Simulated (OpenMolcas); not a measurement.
An input for doublet SiS+

SiS+: 2 atoms, total charge +1, spin state doublet. SMILES of the parent species: `[Si-]#[S+]`. The bond length is the one measured for the parent species. That shape belongs to the parent species and isn't relaxed for this state.

```jsonl
{"atom": "Si", "x (Å)": "0.0000", "y (Å)": "0.0000", "z (Å)": "0.0000"}
{"atom": "S", "x (Å)": "0.0000", "y (Å)": "0.0000", "z (Å)": "1.9293"}
```

Settings wanted:

- method: HF
- reference: UHF
- basis set: STO-3G
- task: energy
- nucleus: point
- scramble: 0.25

**Question.** Give an OpenMolcas 26.06 job that does this.

**Answer.** This one ran through:

input.xyz:
```
2

Si     0.000000     0.000000     0.000000
S      0.000000     0.000000     1.929321
```

step1.input:
```
* SSi Hartree-Fock
&GATEWAY
BASLIB
$CurrDir
COORD
input.xyz
BASIS
STO-3G
GROUP
NoSym
&SEWARD
&SCF
UHF
CHARGE
1
SPIN
2
SCRAMBLE
0.25
PRORBITALS
1 1
```

```bash
$ export MOLCAS_MEM=1860
$ pymolcas step1.input > step1.log
```

(Basis files named in the input come from the Basis Set Exchange and aren't shown.)

Calculated total energy: -678.54481 Eh.
